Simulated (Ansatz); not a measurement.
Relaxing Ir₂O

Computed with DFT PBE, scalar-relativistic, plane waves, PAW in Ansatz. Cutoff 420 eV, Γ-centred k mesh, Gaussian smearing, no spin polarisation in the final step.

Ir₂O was placed on the anti-anatase structure type (I4_1/amd, No. 141), with O in place of Ti, Ir in place of O, at a guessed volume.

```
Ir O
1.0
    -1.92597    1.92597    4.84113
     1.92597   -1.92597    4.84113
     1.92597    1.92597   -4.84113
Ir O
4 2
Cartesian
  0.0000 0.0000 2.0004
  0.0000 1.9260 4.4209
  0.0000 1.9260 0.4202
  0.0000 0.0000 7.6819
  0.0000 0.0000 0.0000
  0.0000 1.9260 2.4206
```

Steps on the 6×6×6 mesh (6 atoms). 12 of 40 steps are shown, and the free energy counts from the last. Trial steps that were taken back and renewals of the plane-wave basis can be among the rows.

| step | ΔF (meV/atom) | V (Å³/atom) | P (GPa) | largest force component (eV/Å) |
| --- | --- | --- | --- | --- |
| 1 | 1868.9 | 11.97 | 73.42 | 4.294 |
| 5 | 1119.6 | 15.06 | -6.24 | 0.112 |
| 8 | 1038.1 | 14.54 | 0.72 | 0.021 |
| 12 | 786.8 | 15.12 | 3.71 | 0.120 |
| 15 | 700.5 | 15.45 | -0.60 | 0.059 |
| 19 | 638.6 | 15.51 | 1.70 | 0.148 |
| 22 | 601.4 | 15.43 | 0.22 | 0.138 |
| 26 | 590.5 | 15.41 | 0.31 | 0.012 |
| 29 | 531.1 | 14.80 | 1.17 | 0.195 |
| 33 | 133.9 | 13.19 | 4.12 | 0.070 |
| 36 | 24.8 | 13.04 | 7.03 | 0.026 |
| 40 | 0.0 | 13.21 | 0.05 | 0.012 |

Steps on the 20×20×20 mesh (6 atoms). 4 of 6 steps are shown, and the free energy counts from the last.

```
step  ΔF (meV/atom) V (Å³/atom) P (GPa) largest force component (eV/Å)
   1            5.6        13.21    -0.87                           0.346
   2            4.2        12.95     1.92                           0.123
   3           -0.2        13.11    -0.40                           0.028
   6            0.0        13.09    -0.04                           0.001
```

A final relaxation ran on a 20×20×20 mesh. The relaxed crystal, I4_1/amd (No. 141):

Space group I4_1/amd:1 (No. 141). a = 2.679 Å, b = 2.679 Å, c = 21.896 Å, α = 90.00°, β = 90.00°, γ = 90.00°
```json
{"atom": "Ir", "site": "8e", "symmetry": "2mm.", "x": "0.0000", "y": "0.0000", "z": "0.1753"}
{"atom": "O", "site": "4a", "symmetry": "-4m2", "x": "0.0000", "y": "0.0000", "z": "0.0000"}
```

```yaml
Volume_per_atom: 13.09 Å³
Density: 16.93 g/cm³
Energy_over_the_elements: 0.14 eV/atom
Gap_on_the_20×20×20_mesh: 0 eV (a metal)
```

Formation energies are uncorrected and refer to the elements' standard structures at the same level (O₂ as a molecule).

The final run used a 20×20×20 mesh on its 6-atom cell and 0.10 eV smearing. The k mesh leaves about 4 meV/atom of noise in metals. Spin–orbit coupling is left out.

A structure relaxed within its symmetry needn't be a true minimum.

Cost: 3 runs of about 29 core-minutes in all, on AMD EPYC 7R43 (Zen 3) (shared hosts).